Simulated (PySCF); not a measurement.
## Electrostatic potential from atomic charges

Species: `c1cn[n-]c1`, charge -1. Coordinates (PBE0-D3(BJ)/def2-SVP, Å) and charges (e) from the PBE0/pcSseg-1 density (PySCF):

| atom | x | y | z | Mulliken | IAO | Hirshfeld | ESP-fitted |
| --- | --- | --- | --- | --- | --- | --- | --- |
| C1 | 0.048 | 0.721 | -0.324 | -0.3498 | -0.3432 | -0.1952 | -0.6571 |
| C2 | -1.092 | -0.023 | 0.021 | +0.0204 | -0.1569 | -0.1277 | +0.2535 |
| N3 | -0.747 | -1.213 | 0.543 | -0.3561 | -0.3183 | -0.2673 | -0.4799 |
| N4 | 0.593 | -1.292 | 0.556 | -0.3561 | -0.3183 | -0.2674 | -0.4739 |
| C5 | 1.086 | -0.150 | 0.046 | +0.0204 | -0.1569 | -0.1277 | +0.2589 |
| H6 | 0.111 | 1.717 | -0.767 | +0.0028 | +0.1015 | -0.0058 | +0.1480 |
| H7 | -2.147 | 0.255 | -0.086 | +0.0092 | +0.0960 | -0.0044 | -0.0226 |
| H8 | 2.168 | 0.003 | -0.038 | +0.0092 | +0.0960 | -0.0044 | -0.0269 |

Points outside the species (Å): A (2.2, 2.2, 2.1); B (-1.3, -1.3, -3.8); C (3.2, 4.8, -6.4).

Question: Find the potential V = 14.3996 V·Å × Σ q/r of each set of charges at these points.

Answer: In volts:

```json
{"point": "A", "nearest atom": "H8", "distance (Å)": "3.07", "Mulliken": "-3.493", "IAO": "-3.517", "Hirshfeld": "-3.546", "ESP-fitted": "-3.406"}
{"point": "B", "nearest atom": "C2", "distance (Å)": "4.03", "Mulliken": "-3.236", "IAO": "-3.299", "Hirshfeld": "-3.248", "ESP-fitted": "-3.222"}
{"point": "C", "nearest atom": "H6", "distance (Å)": "7.13", "Mulliken": "-1.575", "IAO": "-1.549", "Hirshfeld": "-1.586", "ESP-fitted": "-1.528"}
```

Question: How far are the other sets from the ESP-fitted one at these points?

Answer: Root-mean-square difference: Mulliken 0.058 V, IAO 0.079 V, Hirshfeld 0.089 V. The ESP scheme is a least-squares fit of atom-centred charges to the potential on four shells outside the van der Waals surface, with the total charge fixed.

Question: What energy would a point charge of +2 e have at A in the field of the ESP charges, leaving out polarisation?

Answer: -6.811 eV = -657.2 kJ/mol, an attraction. The total charge alone, placed at the mean of the coordinates, would give -7.671 eV.

Isolated species at its PBE0-D3(BJ)/def2-SVP geometry, gas phase. The pcSseg-1 basis has no diffuse functions, a weakness for an anion.
